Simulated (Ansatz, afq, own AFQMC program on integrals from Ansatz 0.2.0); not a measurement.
Breaking Au2–O3 in AuCH₅O, singlet

```yaml
atoms:
  - { symbol: C, position_ang: [-1.0541, 1.2953, -0.6533] }
  - { symbol: Au, position_ang: [0.1942, -0.1511, -0.0408] }
  - { symbol: O, position_ang: [1.5957, -1.7768, 0.6515] }
  - { symbol: H, position_ang: [-2.0662, 0.8857, -0.7986] }
  - { symbol: H, position_ang: [-0.6997, 1.7167, -1.6074] }
  - { symbol: H, position_ang: [-1.1011, 2.1003, 0.0970] }
  - { symbol: H, position_ang: [1.0922, -2.5666, 0.8868] }
  - { symbol: H, position_ang: [2.0391, -1.5035, 1.4647] }
```

Products: AuCH3 (singlet; CH3–Au) and H₂O (singlet), each relaxed with PBE0/def2-SVP like the molecule; electronic energies without zero-point terms. Determinants: RHF, RHF and RHF in that order.

Basis def2-TZVP with its core potentials. Only valence electrons are correlated. Ansatz 0.2.0 and our own AFQMC program on the same integrals; the CISD trial comes from CCSD amplitudes, and released means the phaseless constraint is let go. ± is one standard error of the sampling. No spin–orbit coupling. The metal's outer-core s and p shells are frozen, which shifts wave-function levels against functionals. The errors of all members are added in quadrature.

No full CI on the walks' own integrals is used here. The released AFQMC energy serves as the reference, which it does only where one determinant dominates, the energy is flat over the last release times and near the phaseless one (40 meV or 2 meV an electron, half that with transition metals). On small molecules, where full CI could be run and the noise was under 10 meV, such values lay within 10 meV of it in 19 cases of 20, a flattering rate, since the rule was set on those same cases; what remains of the bias isn't in the error bar. Each member takes its own surest rung, up to full CI.

Errors are counted within def2-TZVP, not against nature.

Cautions: no spin-orbit coupling; outer-core shells of the metal frozen; AuCH₅O (singlet): the released value is read at 1.20 1/Eh with a noise of 21 meV, more than in the cases checked (meV from the phaseless value at times in 1/Eh: -7 ± 9 at 0.24, -1 ± 14 at 0.48, -4 ± 14 at 0.80, 7 ± 21 at 1.20), released reference can be 30 meV off for metals.

```tsv
level	bond energy (kJ/mol)
CCSD	65.3
MP2	72.1
```

Problem. From these cheaper values, estimate the bond energy at the reference level in def2-TZVP.

Solution. 67.5 ± 2.1 kJ/mol (AFQMC with the constraint released in def2-TZVP).

| level | bond energy (kJ/mol) | error against released AFQMC (kJ/mol) |
| --- | --- | --- |
| HF | 51.2 | -16.3 ± 2.1 |
| CCSD(T) | 67.5 | 0.0 ± 2.1 |
| ph-AFQMC/CISD | 68.2 ± 1.3 | 0.7 ± 2.4 |

Correlation beyond CCSD(T) changes it by less than twice the noise. The perturbative (T) step is worth +2.2 kJ/mol.

A walk keeps the symmetry of its determinant, which the program's search chose and which needn't be the lowest solution, so a lower state of the same spin and another symmetry isn't excluded. Released energies are given only where the last usable release times agree within the noise; a slower fall can still hide under it.
